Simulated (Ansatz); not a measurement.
System (SMILES): F (HF).
Geometry (B3LYP-D3(BJ)/def2-TZVP, fixed):
```xyz
2

F      0.0000     0.0000    -0.0925
H      0.0000     0.0000     0.8321
```

Basis-set convergence of the dipole moment at PBE with Ansatz (a program for electronic structure). Dipoles come from the density behind the forces; the sign is taken along the dipole that this method gives in the largest set. All functions are spherical. The program fits the integrals of some runs and decomposes those of others, by size. No added dispersion term, no relativity. Reference: the value in aug-cc-pV5Z, 1.757 D. Deviations are taken from unrounded values.

| basis | functions |
|---|---|
| def2-SV(P) | 16 |
| def2-SVP | 19 |
| def2-SVPD | 31 |
| aug-cc-pVDZ | 32 |
| def2-TZVP | 37 |
| def2-TZVPP | 45 |
| def2-TZVPD | 49 |
| jun-cc-pV(T+d)Z | 53 |
| def2-TZVPPD | 57 |
| aug-cc-pVTZ | 69 |
| def2-QZVPP | 87 |
| def2-QZVPPD | 99 |
| aug-cc-pVQZ | 126 |
| aug-cc-pV5Z | 207 |

**Question.** Which is the smallest set listed that can be trusted to 0.1 D here, that is, within that of the reference together with its larger relatives (same family, alike in diffuse functions; a set with none to test it counts only in the reference's own line)?

**Answer.** The smallest set listed that lies within 0.1 D of the reference with all its larger relatives (same family, alike in diffuse functions; a set with none counts only in the reference's own line) is def2-SVPD (31 functions, 0.024 D off). Inside the window by cancellation, since a larger relative falls out: def2-SVP. Value minus reference: def2-SV(P) 0.153, def2-SVP 0.043, def2-SVPD 0.024, aug-cc-pVDZ -0.012, def2-TZVP 0.129, def2-TZVPP 0.050, def2-TZVPD -0.004, jun-cc-pV(T+d)Z 0.031, def2-TZVPPD 0.000, aug-cc-pVTZ 0.001, def2-QZVPP 0.039, def2-QZVPPD -0.001, aug-cc-pVQZ 0.000, aug-cc-pV5Z 0.000 D.
